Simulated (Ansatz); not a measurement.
## C2H4FN: structure from calculated spectroscopic constants

These gas-phase data were calculated for one isomer of C2H4FN at B3LYP-D3(BJ)/6-311G** (harmonic, unscaled wavenumbers; equilibrium rotational constants with average atomic masses):

| Quantity | Value |
| --- | --- |
| rotational constants | 10.59, 9.911, 5.149 GHz |
| all wavenumbers above 1500 cm⁻¹ | 3660, 3554, 3274, 3179, 1750, 1639 |

Candidates:

(1) `C/N=C\F`, a singlet
(2) `[H]/N=C(/C)F`, a singlet
(3) `C=C(N)F`, a singlet

Q: Which candidate do the data belong to?

A: Candidate (3). The band at 3660 cm⁻¹ lies where the N–H stretch is expected; (1) has no mode between 3250 and 3800 cm⁻¹. 2 modes lie between 2750 and 3290 cm⁻¹, one for each C–H bond, while (2) has 3.

The same quantities for all candidates:

```tsv
	rotational constants (GHz)	wavenumbers above 1500 cm⁻¹	E above the lowest, B3LYP-D3(BJ)/6-311G** (kcal/mol)
(1)	19.24, 6.17, 4.81	3189, 3100, 3093, 3028, 1791	12.2
(2)	10.67, 9.349, 5.141	3491, 3159, 3102, 3047, 1804	0.0
(3)	10.59, 9.911, 5.149	3660, 3554, 3274, 3179, 1750, 1639	11.8
```

Harmonic stretches to hydrogen usually lie a few per cent above observed fundamentals. Each candidate is one conformer. Programs: Ansatz 0.2.0.
